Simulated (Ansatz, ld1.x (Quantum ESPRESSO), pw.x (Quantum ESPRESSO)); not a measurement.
**vanadium (sc): variants of one PAW potential in the solid**

vanadium (V), PAW, made with ld1.x (Quantum ESPRESSO) 7.5 (PBEsol, scalar-relativistic). Core [Ne], reference 3s2 3p6 3d3 4s2 4p0. Waves: 3s (bound): rcut 1.25, rcutus 1.35 bohr; 4s (bound): rcut 1.25, rcutus 1.35 bohr; 3p (bound): rcut 1.60, rcutus 2.05 bohr; 4p (bound, empty): rcut 1.60, rcutus 2.05 bohr; 3d (bound): rcut 1.60, rcutus 2.05 bohr; 3d channel at 2.9 Ry: rcut 1.60, rcutus 2.05 bohr. Local part: all-electron potential smoothed inside 1.55 bohr (lloc = -2). Core correction: Bessel-smoothed model core inside 1.00 bohr. Augmentation charge: BESSEL, radius 1.05 bohr.

Crystal test: sc V in pw.x 7.5, no spin, 14³ k-points, Fermi–Dirac smearing 0.01 Ry, cutoffs set for each file from its atomic test. The reference is all-electron LAPW (Ansatz 0.2.0) with the same functional, mesh and smearing; V0 and B0 come from Birch–Murnaghan fits to the pressures at five volumes. Errors are pseudo minus all-electron; Δ is the rms difference of the E(V) curves that follow from these fits, minima aligned, over ±6 % about the mean V0. Mesh and smearing are coarse, so the numbers serve the comparison and aren't converged zero-temperature values; the lattice is a test structure that the element need not adopt.

All-electron: a0 = 2.414 Å (V0 = 14.08 Å³/atom), B0 = 146.8 GPa.

Base: This is a poor potential for the solid. Atomic configuration tests: 1 of 7 tests not solved or not reliable.

2 further variants are left out: they gave no file fit for a test, a broken result, the same result as the base, or pressures whose basis-set error rivals the error shown.

A dash in a converged row means that the minimum lies outside the volumes sampled.

```csv
change,cutoffs (Ry),pw.x,a0 (Å),a0 error (%),B0 error (%),Δ (meV/atom),mean pressure error (GPa)
base,60/480,converged,2.433,+0.77,-2.1,10.5,+3.61
"all radii but the core radius scaled by about 0.97 (s 1.30, p 1.98, d 1.98 bohr, rcut 1.22/1.56/1.56); local potential all-electron potential smoothed inside 1.50 bohr (lloc = -2); augmentation BESSEL, radius 1.02 bohr",60/480,converged,2.429,+0.60,+1.1,8.2,+2.84
"all radii but the core radius scaled by about 1.17 (s 1.58, p 2.40, d 2.40 bohr, rcut 1.46/1.88/1.88); local potential all-electron potential smoothed inside 1.82 bohr (lloc = -2); augmentation BESSEL, radius 1.24 bohr",50/400,converged,–,–,–,–,+14.86
"all radii but the core radius scaled by about 1.38 (s 1.86, p 2.82, d 2.82 bohr, rcut 1.72/2.20/2.20); local potential all-electron potential smoothed inside 2.14 bohr (lloc = -2); augmentation BESSEL, radius 1.44 bohr",45/360,converged,–,–,–,–,+24.93
```
